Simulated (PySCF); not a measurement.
Geometry:
| atom | x (Å) | y (Å) | z (Å) |
| --- | --- | --- | --- |
| C1 | -2.306 | 0.280 | -0.097 |
| C2 | -1.485 | -0.948 | 0.263 |
| P3 | 0.281 | -0.874 | -0.180 |
| O4 | 1.045 | -2.135 | 0.072 |
| C5 | 0.972 | 0.589 | 0.662 |
| C6 | 2.480 | 0.674 | 0.466 |
| H7 | -1.994 | 1.166 | 0.476 |
| H8 | -3.373 | 0.114 | 0.113 |
| H9 | -2.218 | 0.526 | -1.168 |
| H10 | -1.518 | -1.166 | 1.344 |
| H11 | -1.864 | -1.854 | -0.239 |
| H12 | 0.228 | -0.448 | -1.549 |
| H13 | 0.455 | 1.495 | 0.304 |
| H14 | 0.724 | 0.473 | 1.731 |
| H15 | 2.740 | 0.847 | -0.590 |
| H16 | 2.912 | 1.495 | 1.057 |
| H17 | 2.954 | -0.270 | 0.773 |

Geometry: PBE0-D3(BJ)/def2-SVP; GIAO shifts from PySCF, gas phase, non-relativistic, averaged over equivalent atoms.

At B3LYP/pcSseg-1 (164 basis functions, 16 s wall time on 1 thread of an Arm Neoverse V1, shared host):
| atoms | δ (ppm) |
| --- | --- |
| C2/C5 | 26.6 |
| C1/C6 | 7.6 |
| P3 | 10.7 |
| O4 | 105.0 |
| H12 | 6.72 |
| H11/H14 | 1.45 |
| H10/H13 | 1.28 |
| H7/H8/H9/H15/H16/H17 | 1.08 |

Shifts are taken against calculated references (same method and geometry level): 13C (σ = 179.24 ppm) and 1H (σ = 31.38 ppm) vs TMS; 31P (σ = 297.42 ppm) vs H3PO4; 17O (σ = 334.04 ppm) against H2O.

Estimate the result of repeating the calculation with B97-D/pcSseg-1.

Results:


```csv
atoms,δ at B97-D/pcSseg-1,change
C2/C5,27.1,+0.5
C1/C6,8.6,+1.0
P3,11.3,+0.6
O4,106.2,+1.2
H12,6.99,+0.27
H11/H14,1.50,+0.05
H10/H13,1.37,+0.09
H7/H8/H9/H15/H16/H17,1.10,+0.02
```

References, each an isolated molecule treated in the same way: 13C (179.17 ppm), 1H (31.41 ppm) against TMS; 31P (307.82 ppm) against H3PO4; 17O (330.37 ppm) against H2O.

The largest change is at O4 (P=O oxygen). Cost: 164 basis functions, 27 s wall time on 1 thread of an Arm Neoverse V1, shared host.

Experimental scales use liquid or dissolved standards, which lie at an offset from isolated H2O (liquid H2O: subtract about 36 ppm) and H3PO4.
